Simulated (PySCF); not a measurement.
BH + Cl₂ → BCl + HCl

Level: B3LYP in the def2-TZVP basis family, all electrons, no relativity, computed in PySCF with density fitting; open shells unrestricted.

```
species          state and structure      E (Eh)  ZPE (kJ/mol)  H(298 K) − H(0) (kJ/mol)  S° (J/(mol K))
     BH    singlet, C∞v, B–H 1.233 Å   -25.29953          14.1                       8.7           171.9
    Cl₂  singlet, D∞h, Cl–Cl 2.014 Å  -920.42200           3.2                       9.2           223.0
    BCl   singlet, C∞v, B–Cl 1.722 Å  -485.02104           4.9                       8.9           213.3
    HCl   singlet, C∞v, H–Cl 1.282 Å  -460.83511          17.6                       8.7           186.7
```

Task: What is the electronic reaction energy?

Result: At B3LYP/def2-TZVP, ΔE = -353.4 kJ/mol from the differences of the total energies times 2625.5, downhill. 

Task: Add zero-point, thermal and entropy terms for 298.15 K and 1 bar.

Result: ΔZPE = 5.2 and Δ[H(298) − H(0)] = -0.3 kJ/mol give ΔH° = -348.5 kJ/mol. ΔS° = 5.1 J/(mol K), so ΔG° = -348.5 − 298.15 × (0.0051) = -350 kJ/mol.

Only the bonding shown was studied: isomers, or loss of a ligand pair, can lie lower.
